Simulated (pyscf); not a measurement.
Thermochemistry of product channels of `[CH]#[C][CH]=[CH2]` + `[O]` [triplet] on the triplet surface, in kcal/mol, from ωB97M-D3(BJ)/def2-TZVP energies (ideal gas, 1 atm, RRHO with modes under 100 cm⁻¹ raised to 100, one conformer, R ln 2 for rigid chiral ones). Optimised with ωB97X-D3(BJ)/def2-SVP in PySCF.

```
products                                ΔE  ΔH(298 K)  ΔG(900 K)  ΔG(1200 K)
-----------------------------------  -----  ---------  ---------  ----------
`[CH2]=[CH][C][CH]=[O]` [triplet]    -63.0      -62.9      -40.7       -33.3
`[CH][C](=[O])[CH]=[CH2]` [triplet]      ?      -55.8      -29.9       -21.3
```

What belongs in the gaps?


- `[CH][C](=[O])[CH]=[CH2]` [triplet], ΔE: -56.7

These are energies of the channels, which say nothing of barriers. H₂C=CH–C:–CH=O [triplet] lies 78.6 kcal/mol over its isomer cyclic C₄H₄O (SMILES c1ccoc1), and others may lie lower still (electronic energy, ωB97M-D3(BJ)). :HC–C(=O)–CH=CH₂ [triplet] lies 85.0 kcal/mol over its isomer cyclic C₄H₄O (SMILES c1ccoc1), and others may lie lower still (electronic energy, ωB97M-D3(BJ)). Left out: orbital degeneracy and the spin-orbit lowering of O.
